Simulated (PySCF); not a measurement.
# C2H6O: the cost of one run

Programs: PySCF 2.14.0, with density-fitted response routines of our own. Each step states its level of theory. These are calculated values for one molecule, in the gas phase or a continuum, unless marked as measured. Atoms count from 0, in the outputs and in this text.

## (1) The molecule as given

9 atoms, charge 0, multiplicity 1; geometry from: GFN2-xTB. The atoms were then displaced at random by about 0.01 Å, so the start is not that level's minimum.

Bonds of the start (Å): C0–O1 1.43, O1–C2 1.41, C0–H3 1.07, C0–H4 1.10, C0–H5 1.08, C2–H6 1.10, C2–H7 1.06, C2–H8 1.12.

## (2) Optimising the geometry at PBE0-D3(BJ)/def2-SVP

Job settings and geometry (Å):

```
{"job": {"xc": "PBE0", "basis": "def2-SVP", "d3": "d3bj", "grid": 1, "shake": 0.01, "kind": "geom"}, "charge": 0, "multiplicity": 1}
C      1.187840     0.030060    -0.033010
O     -0.040620     0.251780    -0.735130
C     -1.188510    -0.029860     0.036130
H      1.304610    -0.985700     0.283860
H      1.227080     0.697900     0.835470
H      1.969030     0.307200    -0.728010
H     -1.165540    -1.077180     0.373000
H     -2.019820     0.165850    -0.590010
H     -1.216260     0.622800     0.951220
```

Launch:

```console
$ OMP_NUM_THREADS=1 python probes_run.py task.json out
```

One launch serves the whole session: the jobs run in the order shown.

Q: Estimate the wall time and peak memory of this first job on 1 thread of Arm Neoverse V2, shared host.

About 6.7 s, with a peak of 0.32 GiB.
